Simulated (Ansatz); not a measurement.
**LiP+ (doublet): geometry optimisation**

Where does this start of LiP+ (doublet) end when it is relaxed?

Method: UKS PBE0/def2-TZVP; program: Ansatz 0.2.0, Gaussian basis.

### Step 1. Where the work starts

2 atoms, charge 1, spin multiplicity 2.

Atoms are counted from 1 here; the program's logs count them from 0.

Bond lengths: P1–Li2 2.186 Å.

The start is set by covalent radii. Sticks and bond lists go by distance. 

### Step 2. Relaxation

in.yaml reads:

```yaml
crystal:
  periodic: [false, false, false]
  atoms:
    - {symbol: P, position_ang: [0.000000, 0.000000, 0.000000]}
    - {symbol: Li, position_ang: [0.000000, 0.000000, 2.185500]}
basis:
  gaussian: {orbitals: def2-TZVP}
total_charge: 1
magnetization: {spin_polarized: true, initial_magnetization: 1}
hamiltonian: {xc: pbe0}
relax: {f_tol: 0.004, max_steps: 80}
```

Started as:

```
$ ansatz run in.yaml --threads 1 --pin off --events-out ev --progress --plain --max-ram 2176MiB
```

**Question.** What will these runs give? Wanted: energy gained; shift from the start; total energy; ⟨S²⟩.

As calculated:

| quantity | value |
| --- | --- |
| steps | 5 |
| energy gained | 0.268 eV |
| shift from the start (rms) | 0.208 Å |
| total energy | -9480.2396 eV |
| ⟨S²⟩ | 1.672 |

**Reading.** The bonds of the start are those of the end. P1–Li2 went from 2.186 to 2.601 Å. The determinant is spin-contaminated (excess 0.92). No vibrations were run, so this is a stationary point, not a proven minimum, and this spin need not be the ground state's.
